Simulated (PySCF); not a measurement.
NH₂ (charge -1).
Structure used (PBE0-D3(BJ)/def2-SVP), in Å, numbered top down from 1:
```
atom  x, y, z in Å
N1     0.0050    0.4677   -0.0023
H2    -0.7760   -0.2329   -0.0693
H3     0.7824   -0.2374    0.0590
```

The calculation used PBE0-D3(BJ)/def2-SVP geometry optimisation, gas phase (PySCF).

Take the most abundant isotopes and a rigid rotor. 

Problem. Give the principal moments of inertia and the rotational constants in MHz.

Solution. Ia = 0.87, Ib = 1.23, Ic = 2.10 u·Å²; 505379 MHz·u·Å²/I gives A = 580579, B = 410175, C = 240361 MHz.

Problem. Classify the top.

Solution. An asymmetric top. Ray's parameter κ = (2B − A − C)/(A − C) = -0.002; −1 is the prolate and +1 the oblate limit.

Problem. Which types of transition are allowed, and where do some lines up to J = 5 fall?

Solution. The dipole components (about the centre of mass, as the species is charged) are |μa| = 0.00 D, |μb| = 1.07 D, |μc| = 0.00 D; the symmetry axis of this C2v structure is b, so μa and μc vanish by symmetry and there are no a-type or c-type lines. Some lines, for components of 0.1 D or more:

| type | branch | J(Ka,Kc) | MHz | lower level (cm⁻¹) |
| --- | --- | --- | --- | --- |
| b | Q | 1(1,0) ← 1(0,1) | 340218 | 21.700 |
| b | Q | 2(2,0) ← 2(1,1) | 589866 | 82.111 |
| b | Q | 5(3,2) ← 5(2,3) | 931373 | 395.026 |
| b | Q | 3(3,1) ← 3(2,2) | 1318250 | 164.262 |
| b | Q | 5(2,3) ← 5(1,4) | 1356469 | 349.779 |
| b | Q | 5(4,1) ← 5(3,2) | 1361293 | 426.093 |
| b | Q | 4(1,3) ← 4(0,4) | 1551166 | 191.971 |
| b | Q | 4(4,1) ← 4(3,2) | 1702350 | 298.624 |
| b | Q | 5(4,2) ← 5(3,3) | 1768631 | 410.629 |
| b | R | 2(2,1) ← 1(1,0) | 1982099 | 33.048 |
| b | R | 5(3,2) ← 4(4,1) | 2119095 | 355.408 |
| b | R | 4(0,4) ← 3(1,3) | 2147755 | 120.330 |
| b | R | 2(2,0) ← 1(1,1) | 2230565 | 27.384 |
| b | R | 3(2,2) ← 2(1,1) | 2462821 | 82.111 |
| b | R | 5(0,5) ← 4(1,4) | 2640249 | 192.208 |
| b | R | 5(2,3) ← 4(3,2) | 2890072 | 298.624 |
| b | R | 5(1,4) ← 4(2,3) | 3024042 | 248.908 |
| b | R | 3(3,1) ← 2(2,0) | 3191205 | 101.787 |
| b | R | 3(2,1) ← 2(1,2) | 3294275 | 65.118 |
| b | R | 4(3,2) ← 3(2,1) | 3706041 | 175.004 |
| b | R | 5(3,3) ← 4(2,2) | 4105033 | 273.700 |
| b | R | 4(2,2) ← 3(1,3) | 4597918 | 120.330 |
| b | R | 5(4,2) ← 4(3,1) | 4972393 | 303.763 |

Problem. Estimate the classical rotational partition function at 200 K and 298.15 K.

Solution. Point group C2v, symmetry number σ = 2; q = (√π/σ)·√((kT/h)³/(ABC)), k/h = 20836.6 MHz/K: 31.5 at 200 K, 57.4 at 298.15 K.

PBE0-D3(BJ)/def2-SVP frequencies: not computed here. No vibrational averaging or centrifugal distortion is included, and the geometry carries the error of its method. Quadrupole hyperfine structure (14N) is left out.
